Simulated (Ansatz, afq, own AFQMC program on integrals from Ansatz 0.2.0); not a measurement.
**Si2, singlet in 6-31G, levels against full CI**

```yaml
atoms:
  - { symbol: Si, position_ang: [0.0000, 0.0000, 0.0000] }
  - { symbol: Si, position_ang: [0.0000, 0.0000, 1.8370] }
```

Basis 6-31G. Only valence electrons are correlated. AFQMC by an in-house program on the Cholesky factors that Ansatz 0.2.0 writes for its CCSD(T) run. The CISD trial takes its coefficients from CCSD amplitudes. Released means that phaseless walkers are propagated on without the constraint, phases kept. Error bars are statistical, one sigma.

Determinant: UHF, the one that the program's search chose, which needn't be the lowest solution. The geometry is a point of a scan.

Full CI on the same integrals is exact in this basis and with this determinant's frozen core.

Cautions: strong correlation (T1 0.143, weight of the determinant 0.57, largest double 0.22); unrestricted determinant spin contaminated (⟨S²⟩ 1.62 against 0.00); CCSD(T) is in doubt: in a space of 8 electrons in 8 natural orbitals full CI lies 166 meV below it; the released energies move by 1.5 errors or more from one time to the next, so no released level is given (meV from the phaseless value at times in 1/Eh: -10 ± 4 at 0.24, -22 ± 3 at 0.51, -54 ± 9 at 0.99, -51 ± 3 at 1.62, -57 ± 3 at 2.40); the ph-AFQMC/CISD walk drifts between its halves (2.5 errors).

- T1 diagnostic: 0.1430
- weight of the determinant in the CISD state: 0.571
- ⟨S²⟩ of the determinant: 1.624
- size of the correlated space: 8 electrons in 16 orbitals

| level | correlation energy (eV) |
| --- | --- |
| MP2 | -1.4510 |
| CCSD | -2.7576 |
| CCSD(T) | -2.8791 |

**Question.** Estimate where full CI lies against CCSD(T) on the same integrals.

**Answer.** 203.8 meV below CCSD(T).

Reference: full CI, correlation energy -3.083 eV. The cautions show a poor starting determinant, so the rows tell how each method copes with it here, and full CI is the sure value.

```csv
level,E − E(reference) (meV),share of correlation (%)
CCSD(T),203.8,93.39
CCSDT,89.3,97.10
CCSDT(Q),42.5,98.62
CCSDTQ,11.2,99.64
ph-AFQMC/CISD,93.6 ± 4.5,96.96
```

CCSDT and higher add their correlation energy to the determinant of the CCSD(T) run, since their own runs factorise the integrals more tightly (a shift of under 2 meV).
